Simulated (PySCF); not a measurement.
We consider rock-salt KBr, described by MP2 (GTH pseudopotentials, Gaussian basis; PySCF).

The cell has the measured lattice parameters. Conventional cell: a = 6.5982 Å, b = 6.5982 Å, c = 6.5982 Å, α = 90.00°, β = 90.00°, γ = 90.00°.

The correlation energy at a fixed DZ basis:

| k mesh | value (eV/atom) |
|---|---|
| 2×2×2 | -2.3254 |
| 3×3×3 | -2.3806 |
| 4×4×4 | -2.3928 |

Problem. Taking the value to converge with the number of k points N as 1/N, extrapolate from the last two rows.

Solution. With y = y∞ + c/w and weights w = 27 and 64 for the last two rows, y∞ = (w2 y2 − w1 y1)/(w2 − w1) = (64 × -2.3928 − 27 × -2.3806)/37 = -2.4017 eV/atom, which lies 0.0089 beyond the last row. Successive pairs of rows give -2.4038, -2.4017. The limit also hangs on the law assumed, so its last digits aren't firm.

The other settings are not extrapolated, so this is the limit in one setting alone.
